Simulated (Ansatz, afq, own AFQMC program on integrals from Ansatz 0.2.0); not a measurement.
Integrals from Ansatz 0.2.0, then the random walk in our own AFQMC program (afq).

```yaml
crystal:
  periodic: [false, false, false]
  atoms:
    - {symbol: O, position_ang: [0.000000, 0.000000, 0.000000]}
    - {symbol: H, position_ang: [0.000000, 0.000000, 1.006000]}
basis:
  gaussian: {orbitals: aug-cc-pVDZ}
magnetization: {spin_polarized: true, initial_magnetization: 1}
correlation: {method: ccsd_t, electrons: outside_noble_gas, hamiltonian_folder: ham}
```

```sh
$ ansatz run in.yaml --threads 1 --pin off --events-out ev --progress --plain --max-ram 1382MiB
```

Options of the walk:

```
--method free --trial cisd --walkers 100 --time-step 0.08 --max-blocks 60 --target-error 0.00064 --factor-cut 1e-05 --seed 2622 --times 0.0,0.48,0.96,2.0,3.04,4.0 --taylor-order 10
```

Times are imaginary, in 1/Eh. The walk had a cap of 236 s.

Log:

```
orbitals 31  electrons 4 3  factors 215 of 302
reference energy -75.40145011 Eh
CCSD correlation -0.17857698 Eh in 10 cycles, weight of the determinant in the CISD state 0.9467
repeat  energy at the last time / Eh  error
    10  -75.584725  0.000579
    20  -75.584450  0.000364
    30  -75.584514  0.000343
time / (1/Eh)  energy / Eh  error  mean overlap
  0.00  -75.579974  0.000091  1.0563
  0.48  -75.583327  0.000168  1.0565
  0.96  -75.583843  0.000204  1.0553
  2.00  -75.583983  0.000279  1.0498
  3.04  -75.584767  0.000324  1.0263
  4.00  -75.584321  0.000377  1.0073
energy -75.584321 +/- 0.000377 Eh
```

The run passed its tests (error under three times the target), which doesn't prove that it has relaxed.

Against this walk (error 10.3 meV) on the same determinant: CCSD(T) 22.1 meV higher, CCSDT(Q) 4.5 meV higher (within the noise). The error is statistical, and a free projection of finite length keeps a remainder of its start. The last points scatter (meV from the last: 27 ± 5 at 0.48, 13 ± 6 at 0.96, 9 ± 8 at 2.00, -12 ± 9 at 3.04, 0 ± 10 at 4.00); the last is the one printed as the energy, and the gaps above move with that scatter.

Cautions: remainder of the start not in the error; the time-step error isn't removed.

The walk took 36 s on 1 thread of Arm Neoverse V2 (shared host). The log's last line is the free-projection energy.

CCSDT and higher add their correlation energy to the determinant of the CCSD(T) run, since their own runs factorise the integrals more tightly (a shift of under 2 meV). A walk keeps the symmetry of its determinant, which the program's search chose and which needn't be the lowest solution, so a lower state of the same spin and another symmetry isn't excluded.
